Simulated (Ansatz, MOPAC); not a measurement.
System: HO, charge 0, multiplicity 2. SMILES: [OH]

Atoms: O1, H2. Bonds: O1-H2.

Bond lengths (Å) and angles (degrees) optimised at PM3 with MOPAC; MNDO with MOPAC; HF/3-21G with Ansatz (an electronic-structure program); B3LYP/6-31G* with Ansatz, each started from the B3LYP-D3(BJ)/def2-TZVP structure (Ansatz) of the last column. A row stands for all coordinates that are equal there. 6-31G* holds six Cartesian d functions.

```json
[
 {"coordinate": "O1-H2", "PM3": "0.937", "MNDO": "0.937", "HF/3-21G": "0.986", "B3LYP/6-31G*": "0.983", "B3LYP-D3(BJ)/def2-TZVP": "0.977"}
]
```

Mean signed difference of all 1 bond lengths from B3LYP-D3(BJ)/def2-TZVP: PM3 -0.039 Å, MNDO -0.040 Å, HF/3-21G 0.009 Å, B3LYP/6-31G* 0.006 Å.
